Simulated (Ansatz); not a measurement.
## A relaxation, step by step

SiNH$_{5}$S, closed shell, PBE0-D4/def2-TZVP (Ansatz 0.2.0). Settings:

```yaml
hamiltonian: {xc: pbe0, dispersion: d4}
relax: {f_tol: 0.005, max_steps: 200}
```

Start, a step off a saddle point along its unstable mode:

```
atom    x (Å)    y (Å)    z (Å)
 Si1  -0.2194   0.2832   0.6902
  S2   1.3294   0.5632  -0.9849
  N3  -1.0905  -0.7433  -0.2849
  H4  -0.0384  -0.4457  -1.1404
  H5   0.6244  -0.3014   1.7568
  H6  -0.6907   1.6332   1.1082
  H7   2.1391  -0.4296  -0.5888
  H8  -2.0539  -0.5596  -0.5563
```

| step | energy less the last (meV) | largest force component (eV/Å) |
| --- | --- | --- |
| 1 | 2326.0 | 2.708 |
| 2 | 1813.3 | 3.178 |
| 3 | 1142.0 | 2.009 |
| 4 | 594.9 | 1.377 |
| 5 | 309.9 | 1.035 |
| 6 | 135.2 | 0.358 |
| 7 | 111.5 | 0.595 |
| 8 | 78.2 | 0.375 |
| 9 | 58.4 | 0.279 |
| 10 | 56.8 | 0.583 |
| 11 | 41.9 | 0.157 |
| 12 (rejected trial) | 42.0 | 0.185 |
| 13 | 39.0 | 0.050 |
| 14 | 37.5 | 0.053 |
| 15 (rejected trial) | 54.7 | 0.643 |
| 16 | 34.3 | 0.047 |
| 17 | 31.3 | 0.132 |
| 18 | 29.6 | 0.444 |
| 19 | 12.5 | 0.083 |
| 20 | 5.0 | 0.070 |
| 21 | 4.5 | 0.074 |
| 22 (rejected trial) | 5.1 | 0.281 |
| 23 | 0.3 | 0.027 |
| 24 | 0.0 | 0.011 |
| 25 | 0.0 | 0.002 |

Step 6, positions (Å) and forces (eV/Å):

```
atom       x       y       z      Fx      Fy      Fz
 Si1  -0.002   0.280   0.512  -0.098  -0.134   0.024
  S2   1.616   0.721  -0.823   0.156   0.071   0.006
  N3  -1.125  -0.707  -0.367   0.358   0.313  -0.216
  H4  -0.819  -0.800  -1.333  -0.227  -0.161   0.241
  H5   0.594  -0.405   1.692  -0.087   0.012  -0.071
  H6  -0.631   1.556   0.969   0.056  -0.109  -0.055
  H7   2.470  -0.181  -0.307  -0.120   0.048   0.010
  H8  -2.104  -0.464  -0.343  -0.037  -0.040   0.059
```

Step 9, positions (Å) and forces (eV/Å):

| atom | x | y | z | Fx | Fy | Fz |
| --- | --- | --- | --- | --- | --- | --- |
| Si1 | 0.039 | 0.259 | 0.455 | -0.145 | 0.084 | -0.069 |
| S2 | 1.694 | 0.863 | -0.774 | 0.035 | -0.082 | 0.019 |
| N3 | -1.187 | -0.566 | -0.403 | -0.059 | -0.100 | -0.161 |
| H4 | -0.982 | -1.249 | -1.121 | -0.105 | 0.164 | 0.213 |
| H5 | 0.650 | -0.544 | 1.546 | -0.011 | -0.004 | -0.021 |
| H6 | -0.625 | 1.473 | 0.994 | 0.038 | -0.041 | 0.064 |
| H7 | 2.538 | -0.035 | -0.235 | -0.030 | 0.059 | -0.023 |
| H8 | -2.127 | -0.201 | -0.463 | 0.279 | -0.080 | -0.022 |

Step 16, positions (Å) and forces (eV/Å):

```csv
atom,x,y,z,Fx,Fy,Fz
Si1,0.030,0.249,0.457,0.011,0.016,-0.009
S2,1.667,0.950,-0.762,0.001,-0.022,0.047
N3,-1.242,-0.573,-0.337,0.012,0.002,0.005
H4,-1.065,-1.424,-0.848,-0.008,0.007,0.001
H5,0.649,-0.650,1.461,-0.002,0.002,-0.004
H6,-0.593,1.443,1.076,-0.006,0.002,-0.006
H7,2.535,0.045,-0.280,-0.026,0.006,-0.033
H8,-1.981,-0.040,-0.767,0.017,-0.014,-0.002
```

Last step (25):

```xyz
8
angstrom
Si 0.0168 0.2859 0.5670
S 1.7038 1.1191 -0.4686
N -1.1586 -0.5401 -0.3606
H -1.0464 -1.5230 -0.5486
H 0.4881 -0.6896 1.5792
H -0.5848 1.4924 1.1819
H 2.2179 -0.0676 -0.8334
H -1.6369 -0.0771 -1.1170
```

Hardware: 2 CPU threads of an Intel Xeon Platinum 8259CL, shared host. Wall time about 70 s.
